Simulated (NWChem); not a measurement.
# Basis-set convergence for ethanol (C₂H₆O)

```xyz
9

C     -1.2034     0.1364     0.2506
C      0.0774    -0.4264    -0.3555
O      1.2287     0.3132    -0.0028
H     -2.0875    -0.4279    -0.0892
H     -1.3335     1.1931    -0.0317
H     -1.1789     0.0804     1.3532
H      0.1824    -1.4978    -0.0833
H      0.0193    -0.3892    -1.4559
H      1.3247     0.2754     0.9581
```
Charge 0, spin multiplicity 1.

Everything below was run with NWChem. Structure: optimised with B3LYP/def2-SVP, a minimum by its harmonic frequencies. It is one conformer; others weren't searched.

Quantity: vertical ionisation energy at the level ΔMP2 (Δ: difference of total energies, the cation a doublet at the parent's geometry; it is the state that the SCF runs reached, from PBE0 orbitals for Hartree-Fock references, and need not be the lowest).

The correlated methods keep 3 core orbitals frozen. The Pople sets run with spherical d functions. No SCF solution was tested for a lower state. Open-shell Hartree-Fock references start from PBE0 orbitals; any time given for them includes that run.

The cost column gives rough processor time relative to 6-31G*; each entry includes its own SCF.

```json
[
 {"basis": "6-31G*", "functions": "54", "vertical ionisation energy (eV)": "10.60", "relative cost": "1"},
 {"basis": "6-31+G*", "functions": "66", "vertical ionisation energy (eV)": "10.84", "relative cost": "under 3"},
 {"basis": "def2-SVP", "functions": "72", "vertical ionisation energy (eV)": "10.76", "relative cost": "under 3"},
 {"basis": "pcseg-1", "functions": "72", "vertical ionisation energy (eV)": "10.92", "relative cost": "under 3"},
 {"basis": "6-311++G**", "functions": "108", "vertical ionisation energy (eV)": "10.96", "relative cost": "4"},
 {"basis": "aug-pcseg-1", "functions": "123", "vertical ionisation energy (eV)": "11.03", "relative cost": "6"},
 {"basis": "def2-TZVP", "functions": "129", "vertical ionisation energy (eV)": "11.06", "relative cost": "7"},
 {"basis": "def2-TZVPD", "functions": "168", "vertical ionisation energy (eV)": "11.12", "relative cost": "30"},
 {"basis": "pcseg-2", "functions": "174", "vertical ionisation energy (eV)": "11.13", "relative cost": "30"},
 {"basis": "def2-TZVPP", "functions": "177", "vertical ionisation energy (eV)": "11.10", "relative cost": "20"}
]
```

Smallest basis within 0.2 eV of def2-TZVPP, the largest set run: pcseg-1, with 72 functions against 177 and about 7 % of the time (also within reach: 6-311++G**, aug-pcseg-1, def2-TZVP, def2-TZVPD, pcseg-2). def2-TZVPP isn't the basis-set limit itself, and a small set can land close by cancellation.
